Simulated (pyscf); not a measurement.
A first-order saddle from PySCF, ωB97X-D3(BJ)/def2-SVP:

```xyz
7

C     -1.3147    -0.0892    -0.0569
C     -2.3938    -0.0923     0.5228
H      0.2008    -0.6112    -0.4864
H     -3.3478    -0.0998     1.0250
O      0.8840    -0.0192    -1.1009
H     -0.0787     0.4889    -1.0011
H      1.4612     0.4286    -0.4570
```

Surface: singlet, charge 0. Lowest wavenumbers (cm⁻¹): 1795i, 137, 143, 503, 517.

### Question
Name the species on either side of this saddle.

### Answer
HC≡CH (SMILES C#C) + H₂O (SMILES O) ⇌ HC≡CH (SMILES C#C) + H₂O (SMILES O), a four-centre exchange read from left to right: C–H, H–O broken and C–H, H–O formed. At CCSD(T)/def2-TZVPP + ΔMP2(QZVPP) it lies +61.8 kcal/mol from the left side and +61.8 kcal/mol from the right (each side as separated species at their lowest minima found). This is the saddle that the search found; another between the same sides may lie lower. The CCSD(T) − MP2 part came from Ansatz, without density fitting, on the same reference.
